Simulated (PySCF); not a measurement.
**Bond curve of LiN⁺**

Set-up: Li STO-3G, N STO-3G; no relativity (PySCF 2.14). Energies in eV from Li⁺ + N in their ground configurations at the same level. All curves are PBE0. state 1: ⁴Σ⁻ (quartet), unpaired electrons σ ↑, π ↑↑; state 2: Ms = 0.5 determinant of mixed spin (⟨S²⟩ near 1.8), unpaired electrons σ ↓, π ↑↑, a second solution, started from another occupation; state 3: Ms = 0.5 determinant of mixed spin (⟨S²⟩ near 1.8), unpaired electrons σ ↑, π ↑↓, a mixture of terms (⟨Lz²⟩ = 2.0), a second solution, started from another occupation.

```tsv
R (Å)	state 1	state 2	state 3
1.788	-0.7541	0.7455	0.7176
1.871	-0.8590	0.6288	0.6126
1.954	-0.9161	0.5593	0.5547
2.017	-0.9360	0.5300	0.5338
2.079	-0.9414	0.5156	0.5273
2.141	-0.9355	0.5129	0.5319
2.224	-0.9145	0.5234	0.5514
2.329	-0.8730	0.5535	0.5909
2.453	-0.8091	0.6066	0.6530
2.619	-0.7113	0.6954	0.7497
```

Put a parabola through the three lowest points of the state 1 curve and estimate Re, k and ωe (reduced mass 4.674 u; 1 eV/Å² = 0.16022 mdyn/Å; ωe = 1302.8·√(k/μ) cm⁻¹).

Through R = 2.017, 2.079, 2.141 Å the second-order coefficient is 1.47 eV/Å², so Re ≈ 2.078 Å, k ≈ 0.471 mdyn/Å and ωe ≈ 414 cm⁻¹. A polynomial fit of higher order to the unrounded PBE0 energies gives Re = 2.075 Å, k = 0.471 mdyn/Å, ωe = 413 cm⁻¹; anharmonicity and rounding make the difference.

The higher-order fit for each curve: state 1: Re = 2.075 Å, ωe = 413 cm⁻¹, De = 0.94 eV; state 2: Re = 2.126 Å, ωe = 383 cm⁻¹, minimum 0.51 eV above the ground-state fragments; state 3: Re = 2.082 Å, ωe = 406 cm⁻¹, minimum 0.53 eV above the ground-state fragments.

For an ion De counts to the pair picked by the measured ionisation energies or electron affinities, which need not be the lowest pair at this level. STO-3G is very small, so such numbers show the basis as much as the molecule. The state was picked by a PBE0 search and need not be the measured ground state.
